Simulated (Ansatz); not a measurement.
Cohesive energy (eV/atom) along a series of related solids, from PBE (Ansatz, a first-principles code, plane waves, PAW); PBEsol in Ansatz (PAW); Hartree–Fock in Ansatz (plane waves, PAW).

```tsv
solid	PBE	PBEsol	Hartree–Fock	measured
bcc Li	1.61	1.68	0.60	1.67
bcc Na	1.08	1.15	0.22	1.12
bcc K	0.87	0.93	0.12	0.94
bcc Rb	0.77	0.84	0.06	0.86
bcc Cs	0.71	0.78	?	0.81
```

### Question
Estimate the withheld Hartree–Fock value from the other rows.

### Answer
One way: carry over the typical difference. The differences Hartree–Fock − PBE of the other rows, in order: -1.01, -0.86, -0.75, -0.71; median -0.805. bcc Cs: 0.71 + (-0.805) = -0.10 eV/atom; the run gives 0.03 eV/atom. The differences spread from -1.01 to -0.71. bcc Cs lies outside that spread.

Hartree–Fock less measured, from the printed values: bcc Li -1.07 eV/atom, bcc Na -0.90 eV/atom, bcc K -0.82 eV/atom, bcc Rb -0.80 eV/atom, bcc Cs -0.78 eV/atom.

A member of the series is missing where a level wasn't run or failed, where a doubt is noted on the run or the magnetic state, for phases of high temperature or layered ones, and where values are held back for tests. The withheld row was drawn at random.

Spin–orbit coupling is left out, also for the solids with elements from indium on (bcc Cs); its size isn't shown.

Exact exchange on metals is sensitive to the k mesh.

Free atoms are spin-polarised, in the lowest state found; at levels without +SOC their spin–orbit coupling is left out. Each level is taken at its own relaxed cell. Caveats: the cell is over a tenth larger than the published one: the level's own overestimate first of all, though another phase or state, or a fault of the published cell, is possible (Hartree–Fock: bcc Li, bcc Na, bcc K, bcc Rb, bcc Cs). Ansatz's density-functional and Hartree–Fock values are scalar-relativistic unless marked +SOC, with PAW data made under PBE.

Measured values are for low temperature or corrected to a static lattice. References as tabulated in Mejia-Rodriguez and Trickey (2018), arXiv:1807.09216; Csonka et al. (2009), arXiv:0903.4037.
